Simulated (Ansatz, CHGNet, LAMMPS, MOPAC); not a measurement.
Lattice parameter a of α-quartz (SiO2): levels of theory against measurement

Reference value: 4.914 Å (measured, 298 K, not corrected to a static lattice; as tabulated in Sutter and Yavaş (2016), arXiv:1612.07049).

| level (code) | value (Å) |
|---|---|
| ionic model sierka1997 (shell model, LAMMPS) | 4.900 |
| PM3 semi-empirical Hartree-Fock (MOPAC) | 4.824 |
| CHGNet-r²SCAN | 4.940 |
| LDA (Ansatz) | 4.866 |
| PBE (Ansatz) | 5.022 |
| PBE-D4 (Ansatz) | 4.916 |
| r²SCAN (Ansatz) | [?] |
| HSE06 (Ansatz) | [?] |
| Hartree–Fock (Ansatz) | [?] |

**Question.** What belongs in the gaps?

**Answer.** 
- r²SCAN (Ansatz, a program for electronic structure), value (Å): 4.921
- HSE06 (Ansatz), value (Å): 4.981
- Hartree–Fock (Ansatz), value (Å): 5.009

Differences against the reference: ionic model sierka1997 -0.28 %, PM3 semi-empirical Hartree-Fock (MOPAC) -1.83 %, CHGNet-r²SCAN +0.53 %, LDA -0.98 %, PBE +2.20 %, PBE-D4 +0.04 %, r²SCAN +0.14 %, HSE06 +1.36 %, Hartree–Fock +1.93 %.

The reference is not for a static lattice or low temperature, so close values are not ranked against it. Off by more than 1.25 %, or 1.75 % on the side where a correction would as a rule narrow the miss (bounds picked here): PBE (+2.20 %), Hartree–Fock (+1.93 %), PM3 semi-empirical Hartree-Fock (MOPAC) (-1.83 %), HSE06 (+1.36 %).

The measured value isn't corrected to a static lattice, so vibrations enter the comparison.  PM3 semi-empirical Hartree-Fock (MOPAC): the method was fitted mainly to molecules. PM3 semi-empirical Hartree-Fock (MOPAC): the run uses a supercell at the zone centre in place of a k mesh. Cutoffs and k meshes differ between the levels. Ansatz's density-functional and Hartree–Fock values are scalar-relativistic unless marked +SOC, with PAW data made under PBE.

Empirical potentials (ionic model sierka1997) are fitted to chosen data: where that held the value shown, agreement is built in, and what lay outside the fit can be far off. Machine-learned potentials (CHGNet-r²SCAN) are trained on DFT data: a solid inside that data is no test of them.

Differences are worked out from the printed values.
